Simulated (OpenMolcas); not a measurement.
# MgH (SMILES [MgH]): levels of theory compared

Aim: a comparison of 6 runs (UHF/STO-3G, U-revPBE/cc-pVTZ, UB3LYP/cc-pVTZ, UBHLYP/cc-pVTZ, UM06-2X/cc-pVTZ, UTPSS/cc-pVTZ) of MgH. 

The results are computed with OpenMolcas 26.06.

## (1) The molecule

MgH: 2 atoms, total charge 0, spin state doublet. As SMILES, `[MgH]`. The coordinates come from a PBE0-D4/def2-TZVP relaxation.

Bond lengths: Mg1–H2 1.743 Å.

## (2) Energy and forces at UHF/STO-3G (run 1)

coord.xyz

```xyz
2

Mg    -0.742670     0.243830    -0.385720
H      0.742670    -0.243830     0.385720
```

test.input

```
&GATEWAY
 BASLIB=$CurrDir
 COORD=coord.xyz
 BASIS=STO-3G
 GROUP=NoSym

&SEWARD

&SCF
 UHF
 SPIN=2
 THRESHOLDS=1e-10 1e-07 1e-07 1e-05
 PRORBITALS=1

&ALASKA
```

The basis set STO-3G is read from a file made from the Basis Set Exchange's data (not shown).

Command:

```bash
export MOLCAS_MEM=1860
pymolcas test.input > test.log
```

Log:

```text
--- Start Module: gateway ---
[...]
--- Stop Module: gateway /rc=_RC_ALL_IS_WELL_ ---
[...]
      Basis functions           10
[...]
--- Start Module: scf ---
[...]
       Convergence after  11 Iterations
[...]
::    Total SCF energy                               -197.5639409529
[...]
      Total spin, S                                     0.5066802756
[...]
      Total electronic charge=   13.000000
      Total            charge=   -0.000000
[...]
      Dipole Moment (debye):
      Origin of the operator (angstrom)=   -0.6828    0.2242   -0.3546
                   X= -2.7184E+00               Y=  8.9249E-01               Z= -1.4119E+00           Total=  3.1905E+00
      Quadrupole Moment (debye*angstrom):
[...]
--- Stop Module: scf /rc=_RC_ALL_IS_WELL_ ---
--- Start Module: alaska ---
[...]
 *              Molecular gradients               *
 **************************************************
  Irreducible representation: a
 ------------------------------------------------------------------------------------------
                              X                       Y                       Z
 ------------------------------------------------------------------------------------------
  MG1              -3.56886395374363E-02    1.17171300556306E-02   -1.85355838291281E-02
  H2                3.56886395374363E-02   -1.17171300556304E-02    1.85355838291281E-02
 ------------------------------------------------------------------------------------------
--- Stop Module: alaska /rc=_RC_ALL_IS_WELL_ ---
[...]
```

Run time: 1.6 s. Hardware: 1 thread of Arm Neoverse V2, shared host; peak memory 0.37 GiB.

## (3) Energy and forces at U-revPBE/cc-pVTZ (run 2)

test.inp

```
* HMg Kohn-Sham DFT

&GATEWAY
 BasLib=$CurrDir
 Coord
 2
 angstrom
 Mg      -0.742670       0.243830      -0.385720
 H        0.742670      -0.243830       0.385720
 Basis=cc-pVTZ
 Group=NoSym

&SEWARD
 GridInput
 Grid=UltraFine
 End of Grid

&SCF
 UHF
 Spin=2
 KSDFT=revPBE
 Thresholds=1e-10 1e-07 1e-07 1e-05
 PrOrbitals=1

&ALASKA
```

The basis set cc-pVTZ is read from a file made from the Basis Set Exchange's data (not shown).

Command:

```bash
export MOLCAS_MEM=1860
pymolcas test.inp > test.log
```

Log:

```text
--- Start Module: gateway ---
[...]
--- Stop Module: gateway /rc=_RC_ALL_IS_WELL_ ---
[...]
      Basis functions           48
[...]
--- Start Module: scf ---
[...]
       Convergence after  13 Iterations
[...]
::    Total KS-DFT energy                            -200.5858003276
[...]
      Total spin, S                                     0.5013972964
[...]
      Total electronic charge=   13.000000
      Total            charge=   -0.000000
[...]
      Dipole Moment (debye):
      Origin of the operator (angstrom)=   -0.6828    0.2242   -0.3546
                   X= -9.5725E-01               Y=  3.1428E-01               Z= -4.9717E-01           Total=  1.1235E+00
      Quadrupole Moment (debye*angstrom):
[...]
--- Stop Module: scf /rc=_RC_ALL_IS_WELL_ ---
[...]
--- Start Module: alaska ---
[...]
 *              Molecular gradients               *
 **************************************************
  Irreducible representation: a
 ------------------------------------------------------------------------------------------
                              X                       Y                       Z
 ------------------------------------------------------------------------------------------
  MG1               2.31087474875546E-03   -7.58695773347307E-04    1.20019740679100E-03
  H2               -2.31087474875391E-03    7.58695773347418E-04   -1.20019740679145E-03
 ------------------------------------------------------------------------------------------
--- Stop Module: alaska /rc=_RC_ALL_IS_WELL_ ---
[...]
```

Run time: 6.9 s. Hardware: 1 thread of Arm Neoverse V2, shared host; peak memory 0.38 GiB.

Run 3 isn't shown in full; the table further down has it.

## (4) Energy and forces at UBHLYP/cc-pVTZ (run 4)

job.input

```
* HMg Kohn-Sham DFT

&GATEWAY
 BasLib=$CurrDir
 Coord
 2
 angstrom
 Mg      -0.742670       0.243830      -0.385720
 H        0.742670      -0.243830       0.385720
 Basis=cc-pVTZ
 Group=NoSym

&SEWARD
 GridInput
 Grid=UltraFine
 End of Grid

&SCF
 UHF
 Spin=2
 KSDFT=HYB_GGA_XC_BHANDHLYP
 Thresholds=1e-10 1e-07 1e-07 1e-05
 PrOrbitals=1 1

&ALASKA
```

The basis set cc-pVTZ is read from a file made from the Basis Set Exchange's data (not shown).

Command:

```bash
export MOLCAS_MEM=1860
pymolcas job.input > job.log
```

Log:

```text
--- Start Module: gateway ---
[...]
--- Stop Module: gateway /rc=_RC_ALL_IS_WELL_ ---
[...]
      Basis functions           48
[...]
--- Start Module: scf ---
[...]
       Convergence after  12 Iterations
[...]
::    Total KS-DFT energy                            -200.6283919034
[...]
      Total spin, S                                     0.5039758679
[...]
      Total electronic charge=   13.000000
      Total            charge=   -0.000000
[...]
      Dipole Moment (debye):
      Origin of the operator (angstrom)=   -0.6828    0.2242   -0.3546
                   X= -1.1787E+00               Y=  3.8699E-01               Z= -6.1220E-01           Total=  1.3835E+00
      Quadrupole Moment (debye*angstrom):
[...]
--- Stop Module: scf /rc=_RC_ALL_IS_WELL_ ---
[...]
--- Start Module: alaska ---
[...]
 *              Molecular gradients               *
 **************************************************
  Irreducible representation: a
 ------------------------------------------------------------------------------------------
                              X                       Y                       Z
 ------------------------------------------------------------------------------------------
  MG1              -1.50014251157504E-03    4.92519892548782E-04   -7.79127970102711E-04
  H2                1.50014251157460E-03   -4.92519892548338E-04    7.79127970103599E-04
 ------------------------------------------------------------------------------------------
--- Stop Module: alaska /rc=_RC_ALL_IS_WELL_ ---
[...]
```

It took 6.3 s on 1 thread of Arm Neoverse V2, shared host; peak memory 0.38 GiB.

Run 5 isn't shown in full; the table further down has it.

## (5) Energy and gradient at UTPSS/cc-pVTZ (run 6)

coord.xyz is that of step 2.

calc.inp

```
>>> EXPORT MOLCAS_PRINT=2
&GATEWAY
BasLib = $CurrDir
Coord = coord.xyz
Basis = cc-pVTZ
Group = NoSym
&SEWARD
GridInput
Grid=UltraFine
End of Grid
&SCF
UHF
Spin = 2
KSDFT = 2
1.0 MGGA_X_TPSS
1.0 MGGA_C_TPSS
Thresholds = 1e-10 1e-07 1e-07 1e-05
PrOrbitals = 1 1
&ALASKA
```

The basis set cc-pVTZ is read from a file made from the Basis Set Exchange's data (not shown).

Command:

```bash
export MOLCAS_MEM=1860
pymolcas calc.inp > calc.log
```

Log:

```text
--- Start Module: gateway ---
[...]
--- Stop Module: gateway /rc=_RC_ALL_IS_WELL_ ---
[...]
      Basis functions           48
[...]
--- Start Module: scf ---
[...]
       Convergence after  16 Iterations
[...]
::    Total KS-DFT energy                            -200.6492935576
[...]
      Total spin, S                                     0.5013068153
[...]
      Total electronic charge=   13.000000
      Total            charge=   -0.000000
[...]
      Dipole Moment (debye):
      Origin of the operator (angstrom)=   -0.6828    0.2242   -0.3546
                   X= -9.5074E-01               Y=  3.1214E-01               Z= -4.9379E-01           Total=  1.1159E+00
      Quadrupole Moment (debye*angstrom):
[...]
--- Stop Module: scf /rc=_RC_ALL_IS_WELL_ ---
[...]
--- Start Module: alaska ---
[...]
 *              Molecular gradients               *
 **************************************************
  Irreducible representation: a
 ------------------------------------------------------------------------------------------
                              X                       Y                       Z
 ------------------------------------------------------------------------------------------
  MG1               8.42460023850133E-03   -2.76592601849579E-03    4.37547875099031E-03
  H2               -8.42460023850133E-03    2.76592601849590E-03   -4.37547875099009E-03
 ------------------------------------------------------------------------------------------
--- Stop Module: alaska /rc=_RC_ALL_IS_WELL_ ---
[...]
```

Wall time 12 s (1 thread of Arm Neoverse V2, shared host); peak memory 0.38 GiB.

## (6) The series

```csv
run,level,integration grid,energy (Eh),dipole moment (D),HOMO energy (eV),LUMO energy (eV),wall time
1,UHF/STO-3G,–,-197.563941,3.19,-2.13,9.83,1.6 s
2,U-revPBE/cc-pVTZ,UltraFine,-200.585800,1.12,-4.10,-2.75,6.9 s
3,UB3LYP/cc-pVTZ,UltraFine,-200.652677,1.30,-4.74,-2.44,6.6 s
4,UBHLYP/cc-pVTZ,UltraFine,-200.628392,1.38,-5.60,-1.58,6.3 s
5,UM06-2X/cc-pVTZ,UltraFine,-200.605485,1.55,-5.63,-2.59,9.6 s
6,UTPSS/cc-pVTZ,UltraFine,-200.649294,1.12,-4.22,-3.21,12 s
```

## (7) Summary of results

| quantity | value |
| --- | --- |
| run 6: total energy | -200.64929 Eh |
| run 6: dipole moment | 1.12 D |
| run 6: HOMO energy (highest over α and β) | -4.22 eV |
| run 6: LUMO energy (lowest over α and β) | -3.21 eV |
| run 6: ⟨S²⟩ | 0.753 |

The dipole moment (its size) runs from 1.12 D (UTPSS/cc-pVTZ) to 3.19 D (UHF/STO-3G). The two ends differ in method and basis. Totals of different functionals can't be ranked against each other. In run 1 the basis is minimal, so the values are rough. All runs together took 43 s, the longest 12 s.
